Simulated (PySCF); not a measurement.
# Ionisation energy of F by level of theory

F [He] 2s2 2p5 (2P) → F⁺ [He] 2s2 2p4 (3P), as a difference of total energies. Calculation: PySCF 2.14, in aug-cc-pVDZ-DK (4s3p2d, 23 functions); the spin-free X2C one-electron Hamiltonian (Gaussian nucleus). Correlated levels: valence: 1s2 frozen. The calculations carry no spin-orbit coupling.

| method | ionisation energy (eV) | error (eV) |
| --- | --- | --- |
| UHF | 15.752 | -1.675 |
| MN15 | 17.626 | +0.199 |
| LDA | 17.983 | +0.556 |
| MP2 (valence) | 17.154 | -0.273 |
| SCS-MP2 (valence) | 17.103 | -0.324 |
| CCSD (valence) | 17.072 | -0.355 |
| CCSD(T) (valence) | 17.102 | -0.325 |

Reference: 17.427 eV (measured; NIST levels, between the centres of gravity of the two terms).

Errors of the correlated levels include the incompleteness of this basis and the frozen core.
